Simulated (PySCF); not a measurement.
Ionising SH

PBE0; basis H def2-TZVP, S def2-TZVP; no relativity; PySCF 2.14. Neutral (UKS): doublet (π ↑), Re = 1.346 Å, ωe = 2705 cm⁻¹, De = 3.74 eV, HOMO -7.41 eV, LUMO -4.42 eV.

SH⁺ (UKS): triplet (π ↑↑), Re = 1.369 Å, ωe = 2558 cm⁻¹, De = 3.81 eV to H + S⁺. The energies at the minima are -398.61220 hartree for SH and -398.23242 for SH⁺.

(1) Work out the adiabatic ionisation energy, without and with harmonic zero-point energies (1 hartree = 27.2114 eV, 1 eV = 8065.5 cm⁻¹), and the change of the bond length.

For an ion De counts to the pair picked by the measured ionisation energies or electron affinities, which need not be the lowest pair at this level. States were picked by a PBE0 search and need not be the measured ground states.

## Answers

(1) At PBE0: 0.37978 hartree = 10.334 eV between the minima; the zero-point term (2558.0 − 2705.0)/2 cm⁻¹ = -0.009 eV makes it 10.325 eV. Re changes by +2.3 pm against the neutral. The electron leaves a π orbital, which is non-bonding in a hydride.
